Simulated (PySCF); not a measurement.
C2H6S. Atoms are numbered in the order given.

```xyz
9

C      1.3786     0.0000     0.5123
S      0.0000     0.0000    -0.6595
C     -1.3786     0.0000     0.5123
H      1.3584    -0.8935     1.1392
H      2.2962     0.0000    -0.0763
H      1.3584     0.8935     1.1392
H     -1.3584    -0.8935     1.1392
H     -2.2962     0.0000    -0.0763
H     -1.3584     0.8935     1.1392
```
Charge 0, spin multiplicity 1.

The structure is a stationary point at TPSSh-D3(BJ)/def2-TZVP.

The numbers are results of M06-2X/def2-TZVPD in PySCF, not measurements.

Mulliken values depend strongly on the basis, most of all with diffuse functions as here. ESP charges are fitted to the potential on shells at 1.4 to 2.0 van der Waals radii. Atomic charges (e):

```json
[
 {"atom": "C1", "IAO": "-0.51", "ESP fit": "?", "Mulliken": "-0.76"},
 {"atom": "S2", "IAO": "0.10", "ESP fit": "?", "Mulliken": "-0.06"},
 {"atom": "C3", "IAO": "-0.51", "ESP fit": "?", "Mulliken": "-0.76"},
 {"atom": "H4", "IAO": "0.15", "ESP fit": "?", "Mulliken": "0.27"},
 {"atom": "H5", "IAO": "0.17", "ESP fit": "?", "Mulliken": "0.25"},
 {"atom": "H6", "IAO": "0.15", "ESP fit": "?", "Mulliken": "0.27"},
 {"atom": "H7", "IAO": "0.15", "ESP fit": "?", "Mulliken": "0.27"},
 {"atom": "H8", "IAO": "0.17", "ESP fit": "?", "Mulliken": "0.25"},
 {"atom": "H9", "IAO": "0.15", "ESP fit": "?", "Mulliken": "0.27"}
]
```

Task: Some entries are withheld; supply them. (An estimate is asked for; the answer gives what the named calculation found.)

Result: 
- C1, ESP fit: -0.69
- S2, ESP fit: -0.05
- C3, ESP fit: -0.69
- H4, ESP fit: 0.24
- H5, ESP fit: 0.25
- H6, ESP fit: 0.24
- H7, ESP fit: 0.24
- H8, ESP fit: 0.25
- H9, ESP fit: 0.24
